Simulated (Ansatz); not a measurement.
System: C2H5O (charge -1, singlet). It need not be the lowest isomer of its formula. Whether it binds its extra electron was not tested at this geometry. 
Geometry from a B3LYP-D3(BJ)/def2-TZVP (Ansatz, a quantum-chemistry and plane-wave program) optimisation:
SMILES: [CH2-]OC
```xyz
8

C     -0.0124     1.3221    -0.1581
O      0.0041     0.0535     0.6105
C      0.0080    -1.0930    -0.1732
H      0.8612     1.2465    -0.8563
H     -0.8950     1.2316    -0.8430
H      0.0205    -1.9882     0.4770
H     -0.8820    -1.1537    -0.8304
H      0.8888    -1.1387    -0.8438
```
Charge -1, spin multiplicity 1.

Basis-set convergence of Hartree-Fock and CCSD(T) correlation energies (hartree) with Ansatz. Cores are frozen in the correlated levels unless marked. No spin-orbit coupling. Non-relativistic.

```tsv
basis	functions	E(HF)	E(corr, CCSD(T))	rough core time
aug-cc-pVDZ	114	-153.40103	-0.57652	24 s
aug-cc-pVTZ	253	(withheld)	(withheld)	3 min
```

**Question.** Some entries are withheld; supply them.

**Answer.** 
- aug-cc-pVTZ, E(HF): -153.43979
- aug-cc-pVTZ, E(corr, CCSD(T)): -0.67934
